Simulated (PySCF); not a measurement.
PySCF input (PBE/aug-cc-pVDZ):

```python
import numpy as np, basis_set_exchange as bse
from pyscf import gto, scf, dft, df
from pyscf.prop.polarizability import rks as pol

basis = {'C': gto.basis.parse(bse.get_basis('aug-cc-pVDZ', elements=['C'], fmt='nwchem')), 'H': gto.basis.parse(bse.get_basis('aug-cc-pVDZ', elements=['H'], fmt='nwchem')), 'N': gto.basis.parse(bse.get_basis('aug-cc-pVDZ', elements=['N'], fmt='nwchem'))}
mol = gto.M(
    atom='''
    C    -0.02656740   -0.39643901    0.74037214
    N    -0.04025319    0.87186173    0.00009760
    C    -0.04739019   -0.39723479   -0.73890413
    H     0.88684478    1.28341918   -0.01317394
    H    -0.93332050   -0.60983971    1.29271705
    H    -0.96932769   -0.61121579   -1.26527787
    H     0.88822522   -0.70100522    1.23593203
    H     0.85309603   -0.70234775   -1.25968851
    ''',
    basis=basis,
    charge=0,
    verbose=4,
    max_memory=8640,
)
mf = dft.RKS(mol, xc='pbe')
mf.grids.level = 3
mf = mf.density_fit(auxbasis=df.autoaux(mol))
mf.conv_tol = 1e-9
mf.max_cycle = 100
print('smallest overlap eigenvalue', np.linalg.eigvalsh(mol.intor('int1e_ovlp'))[0])
mf.kernel()
dip = mf.dip_moment()
p = pol.Polarizability(mf)
p.max_cycle_cphf = 60
alpha = p.polarizability()
print('polarisability/bohr^3', alpha.trace() / 3)
```

Output:

```
PySCF version 2.14.0

[INPUT] verbose = 4
[INPUT] num. atoms = 8
[INPUT] num. electrons = 24
[INPUT] charge = 0
[INPUT] spin (= nelec alpha-beta = 2S) = 0
[INPUT] symmetry False subgroup None
[INPUT] Mole.unit = angstrom
[INPUT] Symbol           X                Y                Z      unit          X                Y                Z       unit  Magmom
[INPUT]  1 C     -0.026567400000  -0.396439010000   0.740372140000 AA   -0.050205109842  -0.749161153994   1.399100574858 Bohr   0.0
[INPUT]  2 N     -0.040253190000   0.871861730000   0.000097600000 AA   -0.076067504740   1.647579888189   0.000184437270 Bohr   0.0
[INPUT]  3 C     -0.047390190000  -0.397234790000  -0.738904130000 AA   -0.089554480091  -0.750664960249  -1.396326438010 Bohr   0.0
[INPUT]  4 H      0.886844780000   1.283419180000  -0.013173940000 AA    1.675893749200   2.425310753214  -0.024895138581 Bohr   0.0
[INPUT]  5 H     -0.933320500000  -0.609839710000   1.292717050000 AA   -1.763720131442  -1.152430031784   2.442881181056 Bohr   0.0
[INPUT]  6 H     -0.969327690000  -0.611215790000  -1.265277870000 AA   -1.831763859057  -1.155030446110  -2.391028645773 Bohr   0.0
[INPUT]  7 H      0.888225220000  -0.701005220000   1.235932030000 AA    1.678502402732  -1.324707877690   2.335573045278 Bohr   0.0
[INPUT]  8 H      0.853096030000  -0.702347750000  -1.259688510000 AA    1.612117854654  -1.327244891704  -2.380466286161 Bohr   0.0

nuclear repulsion = 76.2778222046106
number of shells = 38
number of NR pGTOs = 160
number of NR cGTOs = 114
basis = {'C': [[0, [6665.0, 0.000692, -0.000146, 0.0], [1000.0, 0.005329, -0.001154, 0.0], [228.0, 0.027077, -0.005725, 0.0], [64.71, 0.101718, -0.023312, 0.0], [21.06, 0.27474, -0.063955, 0.0], [7.495, 0.448564, -0.149981, 0.0], [2.797, 0.285074, -0.127262, 0.0], [0.5215, 0.015204, 0.544529, 0.0], [0.1596, -0.003191, 0.580496, 1.0]], [0, [0.0469, 1.0]], [1, [9.439, 0.038109, 0.0], [2.002, 0.20948, 0.0], [0.5456, 0.508557, 0.0], [0.1517, 0.468842, 1.0]], [1, [0.04041, 1.0]], [2, [0.55, 1.0]], [2, [0.151, 1.0]]], 'H': [[0, [13.01, 0.019685, 0.0], [1.962, 0.137977, 0.0], [0.4446, 0.478148, 0.0], [0.122, 0.50124, 1.0]], [0, [0.02974, 1.0]], [1, [0.727, 1.0]], [1, [0.141, 1.0]]], 'N': [[0, [9046.0, 0.0007, -0.000153, 0.0], [1357.0, 0.005389, -0.001208, 0.0], [309.3, 0.027406, -0.005992, 0.0], [87.73, 0.103207, -0.024544, 0.0], [28.56, 0.278723, -0.067459, 0.0], [10.21, 0.44854, -0.158078, 0.0], [3.838, 0.278238, -0.121831, 0.0], [0.7466, 0.01544, 0.549003, 0.0], [0.2248, -0.002864, 0.578815, 1.0]], [0, [0.06124, 1.0]], [1, [13.55, 0.039919, 0.0], [2.917, 0.217169, 0.0], [0.7973, 0.510319, 0.0], [0.2185, 0.462214, 1.0]], [1, [0.05611, 1.0]], [2, [0.817, 1.0]], [2, [0.23, 1.0]]]}
ecp = {}
ETB for C: l = 0, exps = 0.08082 * 1.8^n , n = 0..15
ETB for C: l = 1, exps = 0.08082 * 1.8^n , n = 0..12
ETB for C: l = 2, exps = 0.08082 * 1.8^n , n = 0..11
ETB for C: l = 3, exps = 0.19141 * 2.2^n , n = 0..3
ETB for H: l = 0, exps = 0.05948 * 1.8^n , n = 0..11
ETB for H: l = 1, exps = 0.17073999999999998 * 2^n , n = 0..4
ETB for H: l = 2, exps = 0.282 * 2.2^n , n = 0..3
ETB for N: l = 0, exps = 0.11222 * 1.8^n , n = 0..15
ETB for N: l = 1, exps = 0.11222 * 1.8^n , n = 0..12
ETB for N: l = 2, exps = 0.11222 * 1.8^n , n = 0..11
ETB for N: l = 3, exps = 0.28611000000000003 * 2.2^n , n = 0..3
smallest overlap eigenvalue 5.602491549258252e-05

******** <class 'pyscf.df.df_jk.DFRKS'> ********
method = DFRKS
initial guess = minao
damping factor = 0
level_shift factor = 0
DIIS = <class 'pyscf.scf.diis.CDIIS'>
diis_start_cycle = 1
diis_space = 8
diis_damp = 0
SCF conv_tol = 1e-09
SCF conv_tol_grad = None
SCF max_cycles = 100
direct_scf = False
XC library pyscf.dft.libxc version 7.1.2
    S. Lehtola, C. Steigemann, M. J. T. Oliveira, and M. A. L. Marques,  SoftwareX 7, 1–5 (2018)
XC functionals = pbe
    J. P. Perdew, K. Burke, and M. Ernzerhof,  Phys. Rev. Lett. 77, 3865 (1996)
    J. P. Perdew, K. Burke, and M. Ernzerhof,  Phys. Rev. Lett. 78, 1396 (1997)
    J. P. Perdew, K. Burke, and M. Ernzerhof,  Phys. Rev. Lett. 77, 3865 (1996)
    J. P. Perdew, K. Burke, and M. Ernzerhof,  Phys. Rev. Lett. 78, 1396 (1997)
radial grids:
    Treutler-Ahlrichs [JCP 102, 346 (1995); DOI:10.1063/1.469408] (M4) radial grids

becke partition: Becke, JCP 88, 2547 (1988); DOI:10.1063/1.454033
pruning grids: <function nwchem_prune>
grids dens level: 3
symmetrized grids: False
atomic radii adjust function: <function treutler_atomic_radii_adjust>
small_rho_cutoff = 0
Set gradient conv threshold to 3.16228e-05
Initial guess from minao.
tot grids = 91184
init E= -133.978266589532
  HOMO = -0.299675292160535  LUMO = -0.0302762157766336  gap/eV = 7.33072
cycle= 1 E= -133.729001623803  delta_E= 0.249  |g|= 0.353  |ddm|= 7.62
  HOMO = -0.130087082685015  LUMO = -0.00859362151193244  gap/eV = 3.30601
cycle= 2 E= -133.672950818414  delta_E= 0.0561  |g|=  0.6  |ddm|= 2.03
  HOMO = -0.214632076539101  LUMO = -0.0179688602051122  gap/eV = 5.35148
cycle= 3 E= -133.763675433272  delta_E= -0.0907  |g|= 0.0856  |ddm|= 1.15
  HOMO = -0.211085612094342  LUMO = -0.0181994398684697  gap/eV = 5.24870
cycle= 4 E= -133.764976123617  delta_E= -0.0013  |g|= 0.0397  |ddm|= 0.177
  HOMO = -0.2133394901143  LUMO = -0.0182636071192501  gap/eV = 5.30829
cycle= 5 E= -133.765327388349  delta_E= -0.000351  |g|= 0.00426  |ddm|= 0.0725
  HOMO = -0.213452758093581  LUMO = -0.018478151793246  gap/eV = 5.30553
cycle= 6 E= -133.765331634162  delta_E= -4.25e-06  |g|= 0.000562  |ddm|= 0.00798
  HOMO = -0.2134270809475  LUMO = -0.0184477214344101  gap/eV = 5.30566
cycle= 7 E= -133.765331723897  delta_E= -8.97e-08  |g|= 0.000124  |ddm|= 0.00144
  HOMO = -0.213433882711418  LUMO = -0.0184559337800847  gap/eV = 5.30562
cycle= 8 E= -133.765331728306  delta_E= -4.41e-09  |g|= 1.52e-05  |ddm|= 0.000342
  HOMO = -0.213435852491565  LUMO = -0.0184563315602961  gap/eV = 5.30566
cycle= 9 E= -133.765331728366  delta_E= -6.05e-11  |g|= 2.74e-06  |ddm|= 4.51e-05
  HOMO = -0.21343638985521  LUMO = -0.0184565695805547  gap/eV = 5.30567
Extra cycle  E= -133.765331728367  delta_E= -6.25e-13  |g|= 2.18e-06  |ddm|= 1.1e-05
converged SCF energy = -133.765331728367
Dipole moment(X, Y, Z, Debye):  1.26506, -0.99308, -0.01728
Isotropic polarizability 34.191883651
Polarizability anisotropy 4.42775659196
polarisability/bohr^3 34.191883651036996
```
